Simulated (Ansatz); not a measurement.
A nudged elastic band was laid between two geometries of H$_{2}$O$_{4}$S (7 atoms, charge 0, multiplicity 1).

The calculation used RKS B3LYP-D4/def2-SVP (Ansatz).

```yaml
movable_images: 7
climbing_image: yes
spring: 5.0 eV/Å²
optimiser: quadratic models (default)
start_path: through a guess of the saddle point
force_threshold: 0.05 eV/Å
iteration_limit: 60
end_points: relaxed
```

First end point:

```xyz
7
Properties=species:S:1:pos:R:3
O 0.390 -1.616 0.873
S -0.029 -0.487 0.088
O -0.962 -0.551 -1.028
O -0.590 0.617 1.137
O 1.324 0.235 -0.445
H -1.258 1.156 0.680
H 1.125 0.646 -1.304
```

Last end point:

```xyz
7
Properties=species:S:1:pos:R:3
O 0.631 -1.448 0.671
S -0.135 -0.452 -0.042
O -1.284 -0.731 -0.872
O -0.559 0.653 1.070
O 0.880 0.408 -0.974
H -1.294 1.181 0.710
H 1.762 0.388 -0.564
```

**Question.** Which bonds break or form, and what moves?

**Answer.** No bond is made or broken. The dihedral O4–S2–O5–H7 goes from -99 to 84°.

**Question.** Give the energies along the band, and the barrier.

**Answer.** It converged. The highest image is number 4 of 0 to 8, 0.7 kJ/mol above the first end and 6.8 kJ/mol above the last; the last end lies 6.1 kJ/mol below the first. The top lies less than 8 meV above the higher end, about what the thresholds resolve: that end is a shoulder or a very shallow well. A vibrational analysis at the climbing image gives one clearly imaginary mode, 132i cm⁻¹: a first-order saddle point.

| image | path coordinate (Å) | energy (kJ/mol) | dihedral O4–S2–O5–H7 (°) |
| --- | --- | --- | --- |
| 0 | 0.00 | 0.0 | -99 |
| 1 | 0.27 | 0.0 | -120 |
| 2 | 0.54 | 0.1 | -144 |
| 3 | 0.80 | 0.5 | -166 |
| 4 | 1.07 | 0.7 | 175 |
| 5 | 1.35 | 0.2 | 153 |
| 6 | 1.63 | -1.8 | 129 |
| 7 | 1.90 | -4.8 | 104 |
| 8 | 2.18 | -6.1 | 84 |

**Question.** What is the geometry of the highest image?

**Answer.** 
```xyz
7
Properties=species:S:1:pos:R:3
O 0.520 -1.542 0.664
S -0.096 -0.401 0.032
O -1.118 -0.533 -0.991
O -0.637 0.566 1.200
O 1.066 0.606 -0.516
H -1.303 1.166 0.819
H 1.569 0.139 -1.207
```

The run took 3.5 min on 1 thread of Arm Neoverse V1, on a shared host, peak memory 0.26 GiB.
